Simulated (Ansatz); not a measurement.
What does this script print? It uses Ansatz's Python interface.

The script, `run_states.py`:
```python
import ansatz as az
import numpy as np

GEOMETRY = """
C    -0.93220    0.54530   -0.31050
Al    0.06650   -0.35190    1.08330
S     2.26330   -0.66980    0.78870
H    -1.70120   -0.07330   -0.70580
H    -0.30520    0.86830   -1.17420
H    -1.44320    1.51780    0.10720
H     2.11320   -1.90440    0.16560
"""

system = az.Crystal.molecule()
for line in GEOMETRY.strip().splitlines():
    symbol, *xyz = line.split()
    system = system.atom(symbol, [float(v) for v in xyz])
symbols = [site.symbol for site in system.cartesian_sites]

start = np.array([site.position_ang for site in system.cartesian_sites])
for factor in [1.0, 1.5]:
    xyz = (start - start.mean(axis=0)) * factor
    scaled = az.Crystal.molecule()
    for symbol, place in zip(symbols, xyz):
        scaled = scaled.atom(symbol, place.tolist())
    job = (
        scaled.calculation()
        .basis(gaussian="def2-SVP")
        .functional("pbe0")
        .spin("collinear", total=1)
    )
    for search in ("off", "standard"):
        try:
            report = job.scf(lower_state_search=search).run().report
        except az.AnsatzError as error:
            print(f"x{factor} search {search}: {type(error).__name__}")
            continue
        state = report["mean_field"]["state"]
        print(f"all distances x{factor}, search {search:8s} E = {report['free_energy_ev']:.5f} eV  <S^2> = {abs(state['spin_squared']):.3f}  other states met: {len(report['mean_field']['others'])}")
```

```console
$ python run_states.py
all distances x1.0, search off      E = -18519.87014 eV  <S^2> = 0.752  other states met: 0
all distances x1.0, search standard E = -18519.87014 eV  <S^2> = 0.752  other states met: 0
all distances x1.5, search off      E = -18507.49662 eV  <S^2> = 0.859  other states met: 0
all distances x1.5, search standard E = -18507.49662 eV  <S^2> = 0.859  other states met: 6
```

Notes:
- These settings explore the input space; basis and method may be short of convergence.
- The count of other states can hold repeated and symmetry-equivalent ends of the search; scaling all distances is a test, and for more than two atoms no physical path.
- The geometry comes from a force field and isn't relaxed at this level.
- The species is open-shell (spin multiplicity 2).
- The expectation value of S² is noticeably off S(S+1) in at least one run, so that state is spin-contaminated.
- Timing: 16 s on 1 thread of Arm Neoverse V1 (shared host), peak memory 0.24 GiB.

(Lines on the test bed's own set-up are left out of the output.)
